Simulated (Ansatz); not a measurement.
Basis-set extrapolation for HNaS (`[Na][SH]`) (PBE0-D4/def2-TZVP geometry, frozen core, Ansatz 0.2.0). Multiplicity 1, RHF reference. For Na the program correlates outer-core shells too, which these sets cover unevenly, so the extrapolated numbers aren't a true limit.

```json
{"": "HF", "def2-TZVPP": "-560.012939", "def2-QZVPP": "-560.031642"}
{"": "MP2 correlation", "def2-TZVPP": "-0.356670", "def2-QZVPP": "-0.399402"}
{"": "CCSD(T) correlation", "def2-TZVPP": "-0.392114", "def2-QZVPP": "-0.437366"}
```

Energies in hartree. Use E(X) = E(∞) + A·exp(−7.88·√X) for Hartree–Fock and E(X) = E(∞) + B·X^(−2.97) for correlation, with X = 3 and 4.

**Question.** What is the CCSD(T) energy at the basis-set limit?

**Answer.** HF limit: -560.031642 + (-0.018703) × 0.13774 = -560.03422. Correlation limit: -0.437366 + (-0.045252) × 0.74074 = -0.47089. Total: -560.50511 hartree, 262.7 kJ/mol below CCSD(T)/def2-TZVPP.
